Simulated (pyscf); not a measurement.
Single points on ωB97X-D3(BJ)/def2-SVP structures (PySCF, gas phase).

### Question
Estimate by transition-state theory the rate constant of `[OH][SbH]` [doublet] + `[H][H]` → `[SbH2]` [doublet] + `[OH2]` (doublet surface; O–Sb, H–H broken, H–Sb, H–O formed) at 600 K, with ωB97M-D3(BJ)/def2-TZVP energies (ideal gas, 1 atm, RRHO with modes under 100 cm⁻¹ raised to 100, one conformer, R ln 2 for chiral ones without a mode under 150 cm⁻¹; no tunnelling).

### Answer
The electronic barrier is 36.4 kcal/mol and the thermal terms add +16.8, so ΔG‡ = 53.2 kcal/mol. With k_BT/h = 1.25e+13 s⁻¹ and RT = 1.192 kcal/mol, and a volume of 8.18e-20 cm³ per molecule at 1 atm, k = 4.2e-26 cm³ molecule⁻¹ s⁻¹. Wigner's tunnelling factor for 1703i cm⁻¹ would be 1.69, likely too low at so high a frequency. A shift of 1 kcal/mol in the barrier changes k by a factor 2.3. At the saddle there is also a short H–Sb contact that neither side keeps. This is the saddle that the search found; another between the same sides may lie lower. Elements past Kr carry the def2 core potentials, without spin-orbit coupling.
